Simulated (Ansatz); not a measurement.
## P2H4 (diphosphine): where methods fail along a bond

P2H4: 6 atoms, total charge 0, spin state singlet. SMILES: `PP`. Geometry: relaxed at PBE0-D4/def2-TZVP. This is one conformer, not always the lowest.

```xyz
6

P     0.3651   -1.0488   -0.0823
P    -0.3652    1.0491    0.0781
H    -0.4970   -1.5216    0.9450
H    -0.5721   -1.3929   -1.0949
H     0.5028    1.5246   -0.9429
H     0.5664    1.3896    1.0970
```

The P2–H5 distance is scanned; the parts on either side stay rigid. Basis STO-3G, 10 core orbitals frozen in the correlated methods; program Ansatz 0.2.0. FCI is exact within this basis and core. Energies in eV from each method's value at 1.422 Å; methods without a U are spin-restricted. The shape above is that at 1.422 Å.

| distance (Å) | HF | SVWN5 | BLYP | wB97X | wB97M-V |
| --- | --- | --- | --- | --- | --- |
| 1.422 | 0.00 | 0.00 | 0.00 | 0.00 | 0.00 |
| 1.777 | 1.58 | 1.07 | 0.96 | 1.28 | 1.24 |
| 2.133 | 3.96 | 2.80 | 2.56 | 3.30 | 3.19 |
| 2.844 | 7.75 | 5.39 | 4.95 | 6.52 | 6.32 |
| 3.555 | 9.64 | 6.50 | 6.01 | 8.18 | 7.95 |

Estimate the FCI curve, and say how far off each method is.


```json
{"distance (Å)": "1.422", "FCI": "0.00"}
{"distance (Å)": "1.777", "FCI": "1.07"}
{"distance (Å)": "2.133", "FCI": "2.59"}
{"distance (Å)": "2.844", "FCI": "4.01"}
{"distance (Å)": "3.555", "FCI": "4.21"}
```

Departure from the FCI curve at its largest: HF +5.43 eV at 3.56 Å; SVWN5 +2.29 eV at 3.56 Å; BLYP +1.79 eV at 3.56 Å; wB97X +3.97 eV at 3.56 Å; wB97M-V +3.74 eV at 3.56 Å. Restricted functionals keep the electrons paired too, and rise too high. Restricted Hartree–Fock keeps the electrons paired, so it rises far too high as the bond breaks.
